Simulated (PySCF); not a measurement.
Compound: C₆H₁₀.
Z-matrix (Å and degrees, GFN2-xTB geometry), rows numbered from 1:
```
C 
C   1  1.3160
C   2  1.5047  1  133.81
C   3  1.5399  2   88.88  1  -177.62
C   2  1.5105  1  133.54  3  -178.44
C   5  1.5214  2  115.35  1    59.43
H   1  1.0775  2  121.75  3    -0.41
H   1  1.0773  2  121.74  3   179.76
H   3  1.0899  2  114.05  1    65.60
H   3  1.0897  2  114.66  1   -60.21
H   4  1.0881  3  114.13  2   114.77
H   4  1.0879  3  114.60  2  -118.62
H   5  1.0934  2  112.97  1   -67.55
H   6  1.0886  5  110.43  2   169.64
H   6  1.0881  5  110.27  2    49.44
H   6  1.0879  5  110.37  2   -70.21
```

Probes without a nucleus sit at each ring's centroid and 1 Å off its mean plane on both sides; NICS is minus the shielding there, NICSzz its component along the normal. Level: GIAO PBE0/pcSseg-1 (PySCF, non-relativistic, gas phase) on the GFN2-xTB geometry, one conformer.

Ring bond lengths (Å), with Mayer bond orders in brackets: C2–C3 1.505 (1.03), C3–C4 1.540 (1.06), C4–C5 1.545 (1.01), C5–C2 1.510 (0.96).

Q: What do the NICS probes read (ppm)?

A: 
| ring | type | NICS(0) | NICS(1), two faces | NICS(1)zz, two faces | rms pucker (Å) | centre to ring atoms, mean (Å) |
| --- | --- | --- | --- | --- | --- | --- |
| C2–C3–C4–C5 | 4-membered carbocycle; formal bonds all single | 3.4 | -0.4 / -0.5 | 2.2 / 3.4 | 0.01 | 1.08 |

Q: What can be read from them?

A: 
- C2–C3–C4–C5: mean NICS(1)zz 2.8 ppm, near zero. C3, C4, C5 have four or more neighbours; no verdict on aromaticity is drawn.

Q: At the second NICS(1) probe listed for ring C2–C3–C4–C5, 1 Å off the ring, what do the in-plane components average?

A: The isotropic value is a third of the trace: (3 × -0.5 − (3.4))/2 = -2.5 ppm.

Q: Give the inner angles of the rings and the Hirshfeld charges of the ring atoms.

A: 
- C2–C3–C4–C5: C2 92.6° (+0.009 e), C3 88.9° (-0.074 e), C4 90.0° (-0.072 e), C5 88.5° (-0.023 e); sum 360.0° against 360° for a flat convex ring.

Q: How shielded are the nuclei of the rings and their hydrogens (means over atoms taken as equivalent)?

A: 
| atoms | environment | σ isotropic (ppm) | principal values of the symmetric part, first atom (ppm) |
| --- | --- | --- | --- |
| C2 | fully substituted alkene carbon | 22.5 | -90.1, 13.4, 144.3 |
| C3 | allylic carbon | 158.5 | 146.5, 153.9, 175.1 |
| C4 | four-membered-ring carbon | 162.0 | 144.0, 160.6, 181.4 |
| C5 | allylic carbon | 147.5 | 137.9, 143.9, 160.8 |
| H9 | methylene hydrogen | 28.94 | 25.3, 27.2, 34.2 |
| H10 | methylene hydrogen | 28.95 | 25.7, 27.0, 34.2 |
| H11 | methylene hydrogen | 30.22 | 27.5, 28.7, 34.5 |
| H12 | methylene hydrogen | 29.51 | 26.5, 27.1, 34.8 |
| H13 | methine hydrogen | 28.75 | 25.5, 27.8, 32.9 |
